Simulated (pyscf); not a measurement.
Structures and frequencies: ωB97X-D3(BJ)/def2-SVP in PySCF. MP2 and CC: frozen core, UHF for open shells. ΔMP2 is the change of the MP2 total energy from the triple- to the quadruple-zeta basis.

SMILES: CBC
```xyz
10

C      1.2302    -0.9954     0.2596
B      0.5138     0.2045     0.9767
C     -0.8781     0.7698     0.5181
H      0.5750    -1.6060    -0.3816
H      1.8046    -1.6434     0.9402
H      1.9805    -0.5213    -0.4065
H      1.0633     0.7216     1.9321
H     -1.6130     0.3234     1.2196
H     -0.9769     1.8600     0.6402
H     -1.1841     0.4735    -0.4976
```
Charge 0, spin multiplicity 1.

Task: How much does it cost (ΔH, 298 K, CCSD(T)/def2-TZVPP + ΔMP2(QZVPP)) to split H₃C–BH–CH₃ at its B–H bond into [H₃C–B–CH₃]• + H•?

Result: B–H to [H₃C–B–CH₃]• + H•: 103.6 kcal/mol. The radicals are drawn with the spin at the cut bond; how far it spreads was not checked. Other isomers of [H₃C–B–CH₃]• were not searched in full and may lie lower. The CCSD(T) − MP2 part came from Ansatz, without density fitting, on the same reference.
